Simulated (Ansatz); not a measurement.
C3H5ClF2 (`C[C@@H](F)[C@H](F)Cl`), relaxed with RKS PBE-D4/def2-SVP in Ansatz from a rough embedded geometry. The force threshold is 0.03 eV/Å; the program also tests the step.

The species carries charge 0 and has multiplicity 1.

Start:

```xyz
11

C     0.291    0.356    1.266
C    -0.566    0.151    0.016
F    -1.046    1.387   -0.282
C     0.077   -0.353   -1.215
F    -0.766   -0.522   -2.242
Cl    0.965   -1.934   -0.968
H    -0.257    0.799    2.055
H     1.141    0.934    1.011
H     0.683   -0.681    1.650
H    -1.426   -0.494    0.273
H     0.903    0.358   -1.564
```

| step | energy (eV) | largest force (eV/Å) | largest move (Å) |
| --- | --- | --- | --- |
| 1 | -21123.7562 | 3.801 | 0.000 |
| 2 | -21124.0578 | 1.047 | 0.107 |
| 3 | -21124.0965 | 0.216 | 0.051 |
| 4 | -21124.0998 | 0.127 | 0.012 |
| 5 | -21124.1006 | 0.091 | 0.028 |
| 6 | -21124.1008 | 0.025 | 0.022 |

End:

```xyz
11

C     0.319    0.326    1.245
C    -0.585    0.152    0.039
F    -1.137    1.385   -0.307
C     0.128   -0.351   -1.219
F    -0.759   -0.449   -2.246
Cl    0.870   -1.968   -0.911
H    -0.258    0.781    2.073
H     1.170    0.996    1.004
H     0.718   -0.649    1.585
H    -1.420   -0.552    0.257
H     0.954    0.329   -1.518
```

Run time 6 s (4 threads of an Intel Xeon Platinum 8488C on a shared host); peak host memory 0.18 GiB.
